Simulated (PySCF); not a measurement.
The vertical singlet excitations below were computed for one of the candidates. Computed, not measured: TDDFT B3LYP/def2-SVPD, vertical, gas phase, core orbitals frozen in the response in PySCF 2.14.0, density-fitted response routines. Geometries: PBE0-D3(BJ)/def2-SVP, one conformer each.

| state | λ (nm) | f |
| --- | --- | --- |
| S1 | 217.2 | 0.0034 |
| S2 | 204.3 | 0.025 |
| S3 | 196.0 | 0.017 |
| S4 | 192.7 | 0.034 |
| S5 | 185.3 | 0.026 |
| S6 | 183.9 | 0.010 |
| S7 | 183.1 | 0.057 |
| S8 | 177.4 | 0.011 |
| S9 | 169.2 | 0.0089 |
| S10 | 163.8 | 0.032 |

Triplets computed (Tamm–Dancoff): 5.52, 5.87, 6.24, 6.34 eV.

Task: Which candidate is it? All have the formula C4H12N2.
A. `CNCCCN`
B. `CCNCCN`
C. `CNCCNC`

Result: B. Its S1, at 5.71 eV, is the highest among the candidates; the nearest of the others has S1 at 5.28 eV. S1 is HOMO→LUMO (92%). Löwdin shares by element: HOMO nitrogen 56%, carbon 18% or more (atoms not listed hold the other 27%); LUMO carbon 34% or more, hydrogen 12% or more (atoms not listed hold the other 54%). At the same level the other candidates give, for their lowest levels:
- `CNCCCN`: 244 nm (f 0.004); 216 nm (f 0.009); 212 nm (f 0.008); 203 nm (f 0.003); 197 nm (f 0.007); T1 5.00 eV; HOMO -5.62, LUMO 0.26 eV
- `CNCCNC`: 235 nm (f 0.012); 219 nm (f 0.001); 212 nm (f 0.009); 206 nm (f 0.005); 203 nm (f 0.036); T1 5.14 eV; HOMO -5.72, LUMO 0.43 eV

The values belong to the conformer `[CH3:1][CH2:2][NH:3][CH2:4][CH2:5][NH2:6]`: C1–C2–N3–C4 179°, C2–N3–C4–C5 81°, N3–C4–C5–N6 55°, H–N6–C5–C4 67°, H–N6–C5–C4 -46°.
